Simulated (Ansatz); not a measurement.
Molecular dynamics of H6N2Si

The input (input.yaml):

```yaml
crystal:
  periodic: [false, false, false]
  atoms:
    - { symbol: Si, position_ang: [0.473756, -0.081759, -0.459093] }
    - { symbol: H, position_ang: [-0.778711, -1.183325, -0.853815] }
    - { symbol: H, position_ang: [0.12599, -1.13804, -1.504642] }
    - { symbol: "N", position_ang: [-0.566918, 1.285216, -0.602975] }
    - { symbol: "N", position_ang: [0.71459, -0.813183, 1.085608] }
    - { symbol: H, position_ang: [-1.423331, 1.408745, -0.085499] }
    - { symbol: H, position_ang: [-0.170847, 2.170982, -0.87396] }
    - { symbol: H, position_ang: [1.629145, -0.756033, 1.505139] }
    - { symbol: H, position_ang: [-0.003675, -0.892601, 1.789238] }
basis:
  gaussian: { orbitals: def2-mTZVP }
hamiltonian:
  xc: pbe0
  dispersion: d4
md:
  timestep: 0.5
  n_steps: 200
  ensemble: nve
  temperature: 300.0
  initial_velocities: maxwell_boltzmann
  seed: 7053
```

Command:

```bash
$ ansatz run input.yaml --threads 2 --pin off --max-ram 3072MiB --backend cpu --events-out ev --progress --plain --runs-dir out
```

It starts at the highest image of a converged band. Of that band: Neighbouring images differ by up to 1.5 eV, so the band resolves the path poorly. A vibrational analysis at the climbing image gives one clearly imaginary mode, 1233i cm⁻¹: a first-order saddle point.

Output, in part (step lines, the closing report, with atoms numbered from 0):

```
md step     0: t =     0.00 fs  T =   300.0 K  F+E_penalty+E_count = -10947.83869174 eV  E_kin = 0.271446 eV  conserved = -10947.56724574 eV  (25 SCF iters)
md step     1: t =     0.50 fs  T =   286.1 K  F+E_penalty+E_count = -10947.82565051 eV  E_kin = 0.258903 eV  conserved = -10947.56674726 eV  (29 SCF iters)
md step     2: t =     1.00 fs  T =   250.7 K  F+E_penalty+E_count = -10947.79269256 eV  E_kin = 0.226801 eV  conserved = -10947.56589203 eV  (29 SCF iters)
md step     3: t =     1.50 fs  T =   207.4 K  F+E_penalty+E_count = -10947.75268986 eV  E_kin = 0.187654 eV  conserved = -10947.56503571 eV  (30 SCF iters)
md step     4: t =     2.00 fs  T =   170.7 K  F+E_penalty+E_count = -10947.71889749 eV  E_kin = 0.154463 eV  conserved = -10947.56443445 eV  (30 SCF iters)
md step     5: t =     2.50 fs  T =   150.9 K  F+E_penalty+E_count = -10947.70076081 eV  E_kin = 0.136536 eV  conserved = -10947.56422471 eV  (30 SCF iters)
md step     6: t =     3.00 fs  T =   151.6 K  F+E_penalty+E_count = -10947.70160042 eV  E_kin = 0.137161 eV  conserved = -10947.56443904 eV  (31 SCF iters)
md step     7: t =     3.50 fs  T =   169.1 K  F+E_penalty+E_count = -10947.71804328 eV  E_kin = 0.153027 eV  conserved = -10947.56501678 eV  (30 SCF iters)
[... lines left out ...]
Total energy: -10949.80155711 eV, -402.3977851816 hartree
Atom 0 at     0.291675    -0.246191    -0.485997 Å, force     3.309285     3.110150    -1.482288 eV/Å
Atom 1 at    -0.343110    -1.191582    -1.421677 Å, force    -0.112863    -0.245992     0.239469 eV/Å
Atom 2 at     1.788251     0.318169    -0.841629 Å, force    -1.384564    -1.067889    -0.843282 eV/Å
Atom 3 at    -0.476681     1.349378    -0.567660 Å, force     0.252291    -1.788109    -0.260771 eV/Å
Atom 4 at     0.758696    -0.695272     1.092282 Å, force    -0.296529    -1.758829    -0.239178 eV/Å
Atom 5 at    -1.183544     1.353070     0.132831 Å, force    -0.891813     1.138253     0.407018 eV/Å
Atom 6 at     0.132258     2.163572    -0.597780 Å, force    -0.336183    -0.380706     0.405980 eV/Å
Atom 7 at     1.739329    -0.991545     1.157584 Å, force    -0.838637     0.524425     0.451321 eV/Å
Atom 8 at     0.451724     0.009401     1.713281 Å, force     0.299011     0.468695     1.321733 eV/Å
Dipole moment:     0.015573     0.141839     0.343038 e Å
```

The steps, from the saved trajectory:

```json
{"time (fs)": "0.0", "T (K)": "300", "potential energy less start (eV)": "0.000", "conserved less start (meV/atom)": "0.00"}
{"time (fs)": "3.0", "T (K)": "152", "potential energy less start (eV)": "0.137", "conserved less start (meV/atom)": "0.31"}
{"time (fs)": "6.0", "T (K)": "169", "potential energy less start (eV)": "0.121", "conserved less start (meV/atom)": "0.23"}
{"time (fs)": "9.0", "T (K)": "432", "potential energy less start (eV)": "-0.118", "conserved less start (meV/atom)": "0.09"}
{"time (fs)": "12.0", "T (K)": "906", "potential energy less start (eV)": "-0.545", "conserved less start (meV/atom)": "0.36"}
{"time (fs)": "15.0", "T (K)": "1893", "potential energy less start (eV)": "-1.441", "conserved less start (meV/atom)": "0.08"}
{"time (fs)": "18.0", "T (K)": "2701", "potential energy less start (eV)": "-2.174", "conserved less start (meV/atom)": "-0.23"}
{"time (fs)": "21.0", "T (K)": "2600", "potential energy less start (eV)": "-2.080", "conserved less start (meV/atom)": "0.09"}
{"time (fs)": "24.0", "T (K)": "2163", "potential energy less start (eV)": "-1.685", "conserved less start (meV/atom)": "0.05"}
{"time (fs)": "27.0", "T (K)": "1913", "potential energy less start (eV)": "-1.459", "conserved less start (meV/atom)": "-0.01"}
{"time (fs)": "30.0", "T (K)": "1756", "potential energy less start (eV)": "-1.316", "conserved less start (meV/atom)": "0.17"}
{"time (fs)": "33.0", "T (K)": "1859", "potential energy less start (eV)": "-1.410", "conserved less start (meV/atom)": "0.13"}
{"time (fs)": "36.0", "T (K)": "2295", "potential energy less start (eV)": "-1.806", "conserved less start (meV/atom)": "-0.01"}
{"time (fs)": "39.0", "T (K)": "2130", "potential energy less start (eV)": "-1.655", "conserved less start (meV/atom)": "0.06"}
{"time (fs)": "42.0", "T (K)": "1660", "potential energy less start (eV)": "-1.230", "conserved less start (meV/atom)": "0.03"}
{"time (fs)": "45.0", "T (K)": "1285", "potential energy less start (eV)": "-0.890", "conserved less start (meV/atom)": "0.16"}
{"time (fs)": "48.0", "T (K)": "1001", "potential energy less start (eV)": "-0.633", "conserved less start (meV/atom)": "0.13"}
{"time (fs)": "51.0", "T (K)": "1030", "potential energy less start (eV)": "-0.659", "conserved less start (meV/atom)": "0.26"}
{"time (fs)": "54.0", "T (K)": "2086", "potential energy less start (eV)": "-1.616", "conserved less start (meV/atom)": "-0.07"}
{"time (fs)": "57.0", "T (K)": "2618", "potential energy less start (eV)": "-2.098", "conserved less start (meV/atom)": "-0.03"}
{"time (fs)": "60.0", "T (K)": "2663", "potential energy less start (eV)": "-2.139", "conserved less start (meV/atom)": "-0.07"}
{"time (fs)": "63.0", "T (K)": "2378", "potential energy less start (eV)": "-1.879", "conserved less start (meV/atom)": "0.19"}
{"time (fs)": "66.0", "T (K)": "2226", "potential energy less start (eV)": "-1.743", "conserved less start (meV/atom)": "-0.07"}
{"time (fs)": "69.0", "T (K)": "1735", "potential energy less start (eV)": "-1.297", "conserved less start (meV/atom)": "0.16"}
{"time (fs)": "72.0", "T (K)": "1415", "potential energy less start (eV)": "-1.007", "conserved less start (meV/atom)": "0.13"}
{"time (fs)": "75.0", "T (K)": "1415", "potential energy less start (eV)": "-1.008", "conserved less start (meV/atom)": "0.07"}
{"time (fs)": "78.0", "T (K)": "1723", "potential energy less start (eV)": "-1.286", "conserved less start (meV/atom)": "0.17"}
{"time (fs)": "81.0", "T (K)": "2212", "potential energy less start (eV)": "-1.732", "conserved less start (meV/atom)": "-0.18"}
{"time (fs)": "84.0", "T (K)": "2155", "potential energy less start (eV)": "-1.677", "conserved less start (meV/atom)": "0.07"}
{"time (fs)": "87.0", "T (K)": "1935", "potential energy less start (eV)": "-1.479", "conserved less start (meV/atom)": "0.07"}
{"time (fs)": "90.0", "T (K)": "1704", "potential energy less start (eV)": "-1.271", "conserved less start (meV/atom)": "-0.04"}
{"time (fs)": "93.0", "T (K)": "1859", "potential energy less start (eV)": "-1.409", "conserved less start (meV/atom)": "0.22"}
{"time (fs)": "96.0", "T (K)": "2236", "potential energy less start (eV)": "-1.752", "conserved less start (meV/atom)": "-0.03"}
{"time (fs)": "99.0", "T (K)": "2473", "potential energy less start (eV)": "-1.970", "conserved less start (meV/atom)": "-0.37"}
```

All steps were run. The conserved energy stayed within 0.49 meV per atom of its start (net change -0.47 meV per atom), so the integration is sound. The system heated up, since it started high on the potential surface and ran downhill. A run of 0.1 ps of so small a system gives no equilibrium averages. The orbitals stay closed-shell, which can raise the energy where a bond breaks towards radicals; this wasn't checked here.

The step under study would form H2–H3 and break Si1–H2, Si1–H3. These pairs go: H2–H3 1.12 → 2.68 Å, Si1–H2 1.71 → 1.47 Å, Si1–H3 1.53 → 1.64 Å. In the last frame they stand as before the step (other bonds may differ from the relaxed reactants and products). It ends as one piece, H6N2Si. Pairs count as bonded within 1.25 times the sum of covalent radii (0.12 Å more for H–H).

Last frame:

```xyz
9
Properties=species:S:1:pos:R:3
Si 0.292 -0.246 -0.486
H -0.343 -1.192 -1.422
H 1.788 0.318 -0.842
N -0.477 1.349 -0.568
N 0.759 -0.695 1.092
H -1.183 1.353 0.133
H 0.132 2.164 -0.598
H 1.739 -0.992 1.158
H 0.452 0.009 1.713
```

The run took 4 min on 2 threads of Arm Neoverse V2 (shared host), peak memory 0.13 GiB.
